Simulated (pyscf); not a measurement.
Thermochemistry of product channels of H₂Si=PH + H₂O on the singlet surface, in kcal/mol, from CCSD(T)/def2-TZVPP + ΔMP2(QZVPP) energies (ideal gas, 1 atm, RRHO with modes under 100 cm⁻¹ raised to 100, one conformer, R ln 2 for chiral ones without a mode under 150 cm⁻¹). Single points on ωB97X-D3(BJ)/def2-SVP structures (PySCF, gas phase). MP2 and CC: frozen core, UHF for open shells. ΔMP2 is the change of the MP2 total energy from the triple- to the quadruple-zeta basis.

```tsv
products	ΔE	ΔH(298 K)	ΔG(298 K)	ΔG(900 K)
HO–PH–SiH₃	-24.6	-24.2	-14.5	+4.6
HO–SiH₂–PH₂	-52.7	-52.2	-42.1	-22.5
```

The channel to HO–PH–SiH₃ turns unfavourable between 298 and 1200 K (ΔG from -14.5 kcal/mol to +13.5 kcal/mol).

These are energies of the channels, which say nothing of barriers. The CCSD(T) − MP2 part came from Ansatz, without density fitting, on the same reference.
